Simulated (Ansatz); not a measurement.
Reaction (SMILES): S (H2S) → [SH] (SH) + H atom
B3LYP-D3(BJ)/def2-TZVP geometries, fixed; electronic energies without zero-point terms.
Largest species:
```xyz
3

S      0.0018     0.0003     0.1031
H     -0.0075     0.9678    -0.8277
H     -0.0219    -0.9726    -0.8218
```

Effect of a fitting basis named in the input at PBE0/aug-cc-pV(T+d)Z with Ansatz (a first-principles code), against the last row, where the bond dissociation energy is 93.18 kcal/mol. Open shells are unrestricted. The default fits or decomposes integrals by the program's own choice; accuracy: high also tightens integrals, grids and stops.

```
setting                        largest shift of a total energy (mEh)  shift of the bond dissociation energy (kcal/mol)
-----------------------------  -------------------------------------  ------------------------------------------------
fitting: def2-SV(P)-JKFIT                                     -0.032                                            -0.016
fitting: def2-universal-JKFIT                                 -0.032                                            -0.016
fitting: cc-pVTZ-JKFIT                                        -0.017                                            -0.001
fitting: cc-pVQZ-JKFIT                                        -0.013                                            -0.004
fitting: cc-pV5Z-JKFIT                                        -0.013                                            -0.004
accuracy: high                                                -0.011                                             0.000
accuracy: medium (default)                                     0.000                                             0.000
```

Within 0.02 kcal/mol in the bond dissociation energy: fitting: def2-SV(P)-JKFIT; fitting: def2-universal-JKFIT; fitting: cc-pVTZ-JKFIT; fitting: cc-pVQZ-JKFIT; fitting: cc-pV5Z-JKFIT; accuracy: high. The largest shift is 0.032 mEh in a total energy and 0.016 kcal/mol in the difference.
